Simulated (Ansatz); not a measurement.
Ansatz (a program for electronic structure) job for HS, SMILES [SH], multiplicity 2, PBE/def2-TZVPD. Coordinates come from a B3LYP-D3(BJ)/def2-TZVPD optimisation.

Ansatz 0.2 input:
```yaml
crystal:
  periodic: [false, false, false]
  atoms:
    - {symbol: S, position_ang: [0.00000000, 0.00000000, -0.07925279]}
    - {symbol: H, position_ang: [0.00000000, 0.00000000, 1.26804468]}
basis:
  gaussian:
    orbitals: def2-TZVPD
hamiltonian:
  xc: {name: PBE}
magnetization: {spin_polarized: true, initial_magnetization: 1}
```

Output:

```
WARN ansatz: RAYON_NUM_THREADS=1 ignored (pool sized by the plan → 1); use --threads N
Functional definition: PBE
integrals: 0.01 GiB planned
344 factors; their error is unknown
mean field: 0.11 GiB planned
mean field evaluation 1: about -10845.4601 eV, gradient 8.2e0 eV
mean field evaluation 2: about -10845.6041 eV, gradient 7.6e0 eV
mean field evaluation 4: about -10845.8896 eV, gradient 1.2e-1 eV
mean field evaluation 8: about -10845.8844 eV, gradient 1.4e-2 eV
mean field evaluation 16: about -10845.6323 eV, gradient 6.1e0 eV
mean field -10845.88444837 eV, -398.5789018732 hartree, gradient 1.3e-5 eV, S^2 0.754001; 1 other end points of the search recorded, 0 dependent functions left out
reference -10845.88449610 eV, -398.5789036273 hartree; 9, 8 occupied and 46, 47 virtual orbitals, 344 factors
Total energy: -10845.88449610 eV, -398.5789036273 hartree
```

The calculation finished and met its thresholds.
